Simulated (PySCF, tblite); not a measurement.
## boron trifluoride and hydrogen fluoride

A gas-phase complex of boron trifluoride and hydrogen fluoride; neutral, singlet. The structure comes from a short search (6 tight-binding starts) and was relaxed by PBE0-D3(BJ)/def2-TZVPD; another way of binding may lie lower. No frequency run checks that it is a minimum.

| part | name | SMILES | atoms | charge | multiplicity |
| --- | --- | --- | --- | --- | --- |
| 1 | boron trifluoride | FB(F)F | 1–4 | 0 | 1 |
| 2 | hydrogen fluoride | F | 5–6 | 0 | 1 |

```xyz
6

F     0.667   -0.292    1.035
B     0.236   -0.098   -0.183
F    -1.040    0.182   -0.386
F     1.044   -0.177   -1.207
F    -3.762    1.170   -0.759
H    -2.904    0.850   -0.640
```
(Å; atoms numbered from 1)

```tsv
contact	kind (by geometry)	distance (Å)	angle (°)
H6···F3	hydrogen bond	1.998	179
```

Interaction energies are complex less parts, with the parts frozen as they stand in it; counterpoise-corrected, in kcal/mol (PySCF). The CCSD(T) estimate is Hartree-Fock/aug-cc-pVQZ, plus the MP2 correlation part extrapolated as X⁻³ from aug-cc-pVTZ and aug-cc-pVQZ, plus CCSD(T) less MP2 in aug-cc-pVDZ; noble-gas cores are frozen. It isn't the exact limit.

(1) How strongly do the parts interact, level by level?

(2) What holds them together? Decompose the wB97M-D3(BJ)/def2-TZVPD energy: frozen parts, their antisymmetrised product, then relaxation.

The parts were also relaxed and run alone, at the levels used for the complex: shieldings by PBE0/pcSseg-2; core levels by delta-SCF with SCAN, pcX-2 on the ionised atom and pcseg-1 elsewhere, spin-free X2C.

Values alone: F5–H6 bond (Å): 0.921; shielding of H6 (ppm): 29.16; shielding of F3 (ppm): 306.3; shielding of F5 (ppm): 410.5; B2 1s core level (eV): 202.38; F3 1s core level (eV): 694.72; F5 1s core level (eV): 694.11.

(3) How do these values change when the complex forms?

Answers

(1) 
```csv
level,interaction,superposition error removed
Hartree-Fock/aug-cc-pVQZ,-1.70,-
wB97M-D3(BJ)/def2-TZVPD,-1.99,-0.05
PBE0-D3(BJ)/def2-TZVPD,-2.13,-0.06
MP2/aug-cc-pVQZ,-2.01,-0.24
"CCSD(T), estimated basis limit",-2.14,-
```

(2) electrostatic -2.4, Pauli repulsion +2.0, orbital relaxation -1.3, dispersion correction -0.4 kcal/mol, which sum to the value before the counterpoise correction; the Pauli term holds the exchange-correlation of the frozen density too. Of the attraction, 58 % is electrostatic, 32 % is orbital relaxation, 10 % is dispersion correction.

(3) 
```tsv
property	alone	in the complex	change
F5–H6 bond (Å)	0.921	0.923	+0.002
shielding of H6 (ppm)	29.16	28.27	-0.89
shielding of F3 (ppm)	306.3	312.8	+6.5
shielding of F5 (ppm)	410.5	411.9	+1.4
B2 1s core level (eV)	202.38	202.91	+0.52
F3 1s core level (eV)	694.72	695.39	+0.67
F5 1s core level (eV)	694.11	693.61	-0.51
```

The core-hole state of B2 is spin-contaminated (⟨S²⟩ 0.83 against 0.75 for a pure doublet), so that value and differences from it are less sure.
